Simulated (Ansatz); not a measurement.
# C3H7O−: structure from calculated spectroscopic constants

These gas-phase data were calculated for one isomer of C3H7O− at B3LYP-D3(BJ)/def2-SVPD (harmonic, unscaled wavenumbers; equilibrium rotational constants with average atomic masses):

- rotational constants: 17.8, 4.412, 4.077 GHz
- all wavenumbers above 1500 cm⁻¹: 3620, 3021, 3002, 2969, 2943, 2802, 2686

Candidates:

(1) `C[CH-]CO`, a singlet
(2) `CC(C)[O-]`, a singlet
(3) `CCC[O-]`, a singlet

Question: Assign the data to one candidate and say why.

Answer: Candidate (1). The band at 3620 cm⁻¹ lies where the O–H stretch is expected; (2), (3) have no mode between 3300 and 4000 cm⁻¹.

The same quantities for all candidates:

```
     rotational constants (GHz)               wavenumbers above 1500 cm⁻¹  E above the lowest, B3LYP-D3(BJ)/def2-SVPD (kcal/mol)
(1)          17.8, 4.412, 4.077  3620, 3021, 3002, 2969, 2943, 2802, 2686                                                   30.8
(2)          9.02, 8.173, 4.886  3072, 3068, 3033, 3023, 2952, 2938, 2509                                                    0.0
(3)         15.08, 5.276, 4.443  3090, 3038, 2998, 2982, 2932, 2565, 2482                                                    3.2
```

Each candidate is one conformer. Programs: Ansatz 0.2.0.
